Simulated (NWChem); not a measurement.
Correlation energy of Cl

```xyz
1

Cl     0.0000     0.0000     0.0000
```
Charge 0, spin multiplicity 2.

Everything below was run with NWChem.

Basis set: cc-pVQZ. Each correlation energy counts from its own Hartree-Fock reference.

The correlated methods keep 5 core orbitals frozen. No SCF solution was tested for a lower state. Open-shell Hartree-Fock references start from PBE0 orbitals. Coupled-cluster values serve here as a point of comparison, not as the truth.

```json
[
 {"method": "CCSD(T) on UHF", "correlation energy (mHa)": "-204.2"},
 {"method": "CCSD(T) on ROHF", "correlation energy (mHa)": "-210.2"},
 {"method": "SCS-UMP2", "correlation energy (mHa)": "___"},
 {"method": "UMP2", "correlation energy (mHa)": "-174.9"},
 {"method": "CCSD[T] on ROHF", "correlation energy (mHa)": "-210.2"},
 {"method": "CCSD on ROHF", "correlation energy (mHa)": "___"},
 {"method": "CCSD[T] on UHF", "correlation energy (mHa)": "-204.3"},
 {"method": "CCSD on UHF", "correlation energy (mHa)": "___"},
 {"method": "URI-MP2", "correlation energy (mHa)": "-174.9"}
]
```

Question: Complete the blanks.

Answer: 
- SCS-UMP2, correlation energy (mHa): -176.7
- CCSD on ROHF, correlation energy (mHa): -202.7
- CCSD on UHF, correlation energy (mHa): -197.1
